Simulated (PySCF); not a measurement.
Geometries of 2 isomers of [C2H5O2S]- (charge -1), from PySCF 2.14.0, PBE0-D3(BJ)/def2-SVP geometry optimisation, gas phase. One conformer each, no zero-point energy, no frequencies.

Question: Which isomer lies lower at this level?
A.
```xyz
10
angstrom
C     -1.198   -0.081    0.317
C     -0.352   -1.063   -0.457
S      1.460   -0.686   -0.067
O      1.530    0.759   -0.536
O      1.440   -0.835    1.446
H     -2.284   -0.204    0.158
H     -0.963   -0.194    1.388
H     -0.893    0.938    0.026
H     -0.534   -2.111   -0.164
H     -0.470   -0.964   -1.550
```
B.
```xyz
10
angstrom
C     -1.464   -0.579    0.055
S     -0.266    0.581    0.207
C      1.322   -0.284    0.446
O     -0.016    1.313   -1.062
O     -0.361    1.372    1.463
H     -1.943   -0.502   -0.926
H     -2.129   -0.561    0.925
H      1.501   -0.935   -0.420
H      2.108    0.483    0.527
H      1.265   -0.879    1.368
```

Answer: A. That is `CC[S@@](=O)[O-]`, 37.4 kcal/mol below the other.

```tsv
SMILES	atoms numbered as above	E (Eh)	relative (kcal/mol)	relative (kJ/mol)	dipole about centre of mass (D)
CC[S@@](=O)[O-]	[CH3:1][CH2:2][S@@:3](=[O:4])[O-:5]	-627.15700	0.0	0.0	3.29
[CH2-]S(C)(=O)=O	[CH2-:1][S:2]([CH3:3])(=[O:4])=[O:5]	-627.09739	37.4	156.5	2.14
```
